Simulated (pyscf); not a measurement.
This saddle point was located with ωB97X-D3(BJ)/def2-SVP in PySCF.

```
Si
Si 1 2.3199
H 2 1.4917 1 109.07
H 2 1.4918 3 109.43 1 119.24
H 2 1.4941 3 108.89 4 118.92
Si 1 2.3199 2 114.91 3 -52.01
H 6 1.4917 1 109.08 2 171.42
H 6 1.4917 7 109.43 1 119.25
H 6 1.4941 7 108.89 8 118.92
Si 1 2.3199 2 114.91 3 171.32
H 10 1.4917 1 109.08 2 -51.88
H 10 1.4918 11 109.43 1 119.24
H 10 1.4941 11 108.89 12 118.92
Cl 1 2.3434 2 103.25 3 59.66
Si 14 2.4717 2 141.83 3 54.76
H 15 1.4896 14 107.97 2 -17.95
H 15 1.4896 16 110.91 14 118.16
H 15 1.4896 16 110.92 17 123.72
```
Charge 0, spin multiplicity 2.

Surface: doublet, charge 0. Lowest wavenumbers (cm⁻¹): 473i, 4, 31, 31, 67.

Q: What reaction is this the transition state of?

A: H₃Si–Si(SiH₃)(SiH₃)–Cl + SiH₃• <-> H₃Si–Cl + H₃Si–Si•(SiH₃)–SiH₃, an atom transfer read from left to right: Cl–Si broken and Cl–Si formed. At ωB97M-D3(BJ)/def2-TZVP it lies +11.7 kcal/mol from the left side and +22.0 kcal/mol from the right (each side as separated species at their lowest minima found). One saddle was located; it need not be the lowest between these sides. The angle at the transferred Cl is 180°.
